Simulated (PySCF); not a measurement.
Molecule (SMILES): N#[N+][O-].
Geometry (B3LYP-D3(BJ)/def2-TZVP, fixed):
```xyz
3

N      0.0000     0.0000    -1.1943
N      0.0000     0.0000    -0.0734
O      0.0000     0.0000     1.1093
```

Basis-set convergence of the mean static polarisability at HF with PySCF. All functions are spherical. Density fitting with generated auxiliary sets. No added dispersion term, no relativity. Reference: the value in d-aug-cc-pVTZ, 18.50 bohr³, itself unsure by roughly 0.2 % (its mean distance from aug-pcseg-3, aug-cc-pVQZ, aug-pcseg-2). Deviations are taken from unrounded values.

```json
[
 {"basis": "cc-pVDZ", "functions": "42", "mean static polarisability (bohr³)": "13.48"},
 {"basis": "aug-cc-pVDZ", "functions": "69", "mean static polarisability (bohr³)": "18.04"},
 {"basis": "def2-SVP", "functions": "42", "mean static polarisability (bohr³)": "13.73"},
 {"basis": "def2-SVPD", "functions": "63", "mean static polarisability (bohr³)": "17.81"},
 {"basis": "pcseg-1", "functions": "42", "mean static polarisability (bohr³)": "14.39"},
 {"basis": "aug-pcseg-1", "functions": "69", "mean static polarisability (bohr³)": "18.60"},
 {"basis": "6-311G**", "functions": "54", "mean static polarisability (bohr³)": "14.01"},
 {"basis": "6-311+G**", "functions": "66", "mean static polarisability (bohr³)": "15.94"},
 {"basis": "cc-pVTZ", "functions": "90", "mean static polarisability (bohr³)": "15.65"},
 {"basis": "aug-cc-pVTZ", "functions": "138", "mean static polarisability (bohr³)": "18.41"},
 {"basis": "pcseg-2", "functions": "90", "mean static polarisability (bohr³)": "16.59"},
 {"basis": "aug-pcseg-2", "functions": "138", "mean static polarisability (bohr³)": "18.42"},
 {"basis": "def2-TZVPP", "functions": "93", "mean static polarisability (bohr³)": "16.40"},
 {"basis": "def2-TZVPPD", "functions": "114", "mean static polarisability (bohr³)": "18.34"},
 {"basis": "cc-pVQZ", "functions": "165", "mean static polarisability (bohr³)": "17.00"},
 {"basis": "aug-cc-pVQZ", "functions": "240", "mean static polarisability (bohr³)": "18.47"},
 {"basis": "def2-QZVPP", "functions": "171", "mean static polarisability (bohr³)": "17.37"},
 {"basis": "def2-QZVPPD", "functions": "192", "mean static polarisability (bohr³)": "18.44"},
 {"basis": "pcseg-3", "functions": "180", "mean static polarisability (bohr³)": "18.00"},
 {"basis": "aug-pcseg-3", "functions": "255", "mean static polarisability (bohr³)": "18.47"}
]
```

What the diffuse functions change, pair by pair:
- cc-pVDZ to aug-cc-pVDZ: 27 more functions, deviation -27.1 to -2.5 %
- def2-SVP to def2-SVPD: 21 more functions, deviation -25.8 to -3.7 %
- pcseg-1 to aug-pcseg-1: 27 more functions, deviation -22.2 to 0.5 %
- 6-311G** to 6-311+G**: 12 more functions, deviation -24.3 to -13.8 %
- cc-pVTZ to aug-cc-pVTZ: 48 more functions, deviation -15.4 to -0.5 %
- pcseg-2 to aug-pcseg-2: 48 more functions, deviation -10.3 to -0.4 %
- def2-TZVPP to def2-TZVPPD: 21 more functions, deviation -11.4 to -0.9 %
- cc-pVQZ to aug-cc-pVQZ: 75 more functions, deviation -8.1 to -0.1 %
- def2-QZVPP to def2-QZVPPD: 21 more functions, deviation -6.1 to -0.3 %
- pcseg-3 to aug-pcseg-3: 75 more functions, deviation -2.7 to -0.1 %

They bring the value nearer the reference by more than 0.2 % in 10 of 10 pairs.
